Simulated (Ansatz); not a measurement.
For zinc-blende ZnS, PBE-D4 (Ansatz, a program for electronic structure, plane waves, PAW) gives:

```
Item                               Value
------------------------------  --------
equilibrium lattice constant a   5.377 Å
bulk modulus B0                 76.6 GPa
```

Problem. What does PBE0 (Ansatz, plane waves, PAW) give for the same quantities?

Solution. 
- lattice constant a: 5.420 Å (rises by 0.8 %)
- bulk modulus: 76.1 GPa (shrinks by 0.7 %)

For comparison: lattice constant a 5.41 Å (measured, room temperature, no zero-point or thermal correction; as tabulated in Albrecht et al. (1997), arXiv:cond-mat/9706128); bulk modulus 77.1 GPa (measured, temperature not stated, not corrected to a static lattice, our sources range from 74.5 to 77.1; as tabulated in Toher et al. (2017), arXiv:1611.05714).

Changes are worked out from the printed values.

Unless a cell is named, each level is at its own relaxed cell (PBE-D4 19.44, PBE0 19.90 Å³/atom).

Ansatz's density-functional and Hartree–Fock values are scalar-relativistic unless marked +SOC, with PAW data made under PBE.
